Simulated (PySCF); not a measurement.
# C₄H₂F₂: geometry, NMR shifts, spin-spin couplings and electronic excitations

Wanted: the NMR shifts, spin-spin couplings and electronic excitations of C₄H₂F₂ (`C#C/C(F)=C\F`), by calculation.

Programs: PySCF 2.14.0, with density-fitted response routines of our own. Each step states its level of theory. These are calculated values for one molecule in the gas phase, unless marked as measured. Atoms are numbered from 0 throughout.

## (1) The starting structure

8 atoms, charge 0, multiplicity 1; geometry from: GFN2-xTB.

Bonds of the start (Å): C0–C1 1.20, C1–C2 1.41, C2–F3 1.35, C2–C4 1.33, C4–F5 1.33, C0–H6 1.05, C4–H7 1.08.

## (2) Optimising the geometry at PBE0-D3(BJ)/def2-SVP

Job settings and geometry (Å):

```
{"job": {"xc": "PBE0", "basis": "def2-SVP", "d3": "d3bj", "grid": 1, "kind": "geom"}, "charge": 0, "multiplicity": 1}
C      1.719906     1.035223     0.727189
C      0.869805     0.278665     0.344791
C     -0.110156    -0.632810    -0.100980
F      0.243326    -1.935208    -0.086632
C     -1.335383    -0.327902    -0.528726
F     -1.768874     0.933718    -0.575038
H      2.450415     1.711411     1.058758
H     -2.059982    -1.053685    -0.863927
```

**Question.** This job is followed by: GIAO PBE0/pcSseg-1 NMR shielding, non-relativistic, gas phase; B3LYP/pcJ-1 indirect spin-spin coupling, non-relativistic, gas phase; TDDFT wB97X-D/def2-SVPD, vertical, gas phase, core orbitals frozen in the response; GIAO CAM-B3LYP/pcSseg-2 NMR shielding, non-relativistic, gas phase. What will the session give for the following? point group; rotational constants (main isotopes); 13C shifts against TMS (PBE0/pcSseg-1); 1H shifts against TMS (PBE0/pcSseg-1); 19F shifts against CFCl3 (PBE0/pcSseg-1); largest coupling of the table (B3LYP/pcJ-1); lowest singlet (wB97X-D/def2-SVPD); brightest single state of those computed; lowest triplet; vertical ionisation energy (ΔSCF); range of the shift of C2.

As calculated:

| quantity | value |
| --- | --- |
| point group | Cs |
| rotational constants (main isotopes) | 4.54, 3.35, 1.93 GHz |
| 13C shifts against TMS (PBE0/pcSseg-1) | 159.8, 144.5, 102.1, 72.9 ppm |
| 1H shifts against TMS (PBE0/pcSseg-1) | 7.71, 3.94 ppm |
| 19F shifts against CFCl3 (PBE0/pcSseg-1) | -162.1, -170.1 ppm |
| largest coupling of the table (B3LYP/pcJ-1) | 1J(C,F) C4–F5, -347.2 Hz |
| lowest singlet (wB97X-D/def2-SVPD) | 5.44 eV (228 nm), f = 0.000 |
| brightest single state of those computed | state 10, 8.58 eV, f = 0.266 |
| lowest triplet | 3.41 eV |
| vertical ionisation energy (ΔSCF) | 9.51 eV |
| range of the shift of C2 | 144.5 to 153.3 ppm |

In words: Relaxing lowered the energy by 0.036 eV in 8 steps; the close pair that moved most is C0–H6, from 1.049 to 1.075 Å. No frequency check was run at this level, so the end point may be a saddle. H7 (hydrogen on an alkene CH) lies farthest downfield among hydrogen, at 7.71 ppm; olefinic region. At PBE0/pcSseg-1: The largest span, 290 ppm, is at C1, where the paramagnetic term is -147 ppm. In the run at B3LYP/pcJ-1, the largest coupling of the table is C4–F5, -347.2 Hz, of which the Fermi-contact term gives -325.3 Hz. Density functionals describe couplings to fluorine poorly, F–F couplings above all, so those rows are rough. The lowest singlet, at 5.44 eV, is HOMO→LUMO+1 0.91 and is dark; of the 10 states computed, the strongest absorption comes from state 10 at 8.58 eV (the last computed, so partners may be missing). The lowest triplet lies 2.03 eV below the lowest singlet (triplets in Tamm-Dancoff, singlets in full TDDFT). The orbital energy would give 9.08 eV for ionisation, ΔSCF gives 9.51 eV. Across the 2 runs the shift of C2 moves most, between 144.5 (PBE0/pcSseg-1) and 153.3 ppm (CAM-B3LYP/pcSseg-2).
